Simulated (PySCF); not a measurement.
Gas-phase reaction: 2 NO + SO₂ ⇌ N₂O + SO₃

Computed with PySCF (xtb for GFN2) and rigid-rotor harmonic-oscillator thermochemistry at 1 bar. 'Table' is the NASA 1993 thermochemical table (part measured, part estimated). † marks an energy on the PBE0/def2-TZVP geometry and frequencies; other levels use their own. Open shells (unrestricted): NO (multiplicity 2); the rest are closed-shell singlets. GFN2 has no spin-polarisation term. Spin-orbit splitting is ignored; it lowers the true energy and changes the entropy of NO.

Levels: a) PBE/def2-TZVP†; b) GFN2-xTB; c) PBE0/def2-TZVP; d) HF/def2-TZVP†; e) PBE/def2-SVP.

Task: Order the levels by the distance of their ΔH°(298 K) from the table for this reaction, closest first.

Result: e (+3 kJ), c (-23 kJ), a (-46 kJ), d (+160 kJ), b (-367 kJ)

The table gives -200 kJ. The order holds for this reaction alone, and for the 1993 entries, some of which have been revised since.
